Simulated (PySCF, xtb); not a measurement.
chloroform (CHCl₃), SMILES ClC(Cl)Cl.

Harmonic wavenumbers (cm⁻¹) from GFN2-xTB run with xtb at its own minimum, in rising order: 227, 227, 334, 641, 641, 642, 1120, 1120, 2933.

Question: What does PySCF with PBE-D3(BJ)/def2-SVP give at its own minimum? (An estimate is asked for; the answer gives what the named calculation found.)

Answer: 249, 249, 357, 657, 720, 720, 1171, 1171, 3090. Paired by order, the mean absolute difference is 56 cm⁻¹ and the zero-point energies are 11.3 and 12.0 kcal/mol.
